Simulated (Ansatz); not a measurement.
C8H18 can be A, `CCC(C)(C)C(C)C`, or B, `CC[C@@H](C)[C@H](C)CC`.

Gas-phase electronic energies from Ansatz, PBE0-D4/def2-TZVP geometries. CCSD(T)/CBS adds triple-zeta CCSD(T) − MP2 to the extrapolated MP2 energy (def2 sets, frozen cores). Functionals use def2-TZVPP. B3LYP here is the variant with VWN-RPA as its local correlation; programs differ in this. Each species was taken in one conformer, which may not be the lowest.

Q: Which is lower in electronic energy at CCSD(T)/CBS, and by how much? (Best estimate.)

A: Ansatz gave: A, by 4.6 kJ/mol.

Q: Give E(B) − E(A) in kJ/mol with CCSD(T)/def2-SVP, BLYP-D4, PBE-D4, B2PLYP, B3LYP-D4, LDA (SPW92), ωB97M-V. (Best estimate.)

A: The calculation gave: CCSD(T)/def2-SVP 3.9, BLYP-D4 0.9, PBE-D4 0.5, B2PLYP -1.6, B3LYP-D4 0.1, LDA (SPW92) 6.5, ωB97M-V 3.8. The order is the other way round with B2PLYP.

Largest T1 diagnostic: 0.009.

Leaving LDA and LC-ωPBE aside and taking each functional with its dispersion term where it has one, the values spread over 5.5 kJ/mol, from B2PLYP to ωB97M-V. LDA lies +11.0 kJ/mol from PBE without D4. In def2-TZVPP, CCSD(T) changes the Hartree–Fock value by +16.6 kJ/mol (the triples alone add +2.6 kJ/mol) and MP2 by +20.0 kJ/mol.
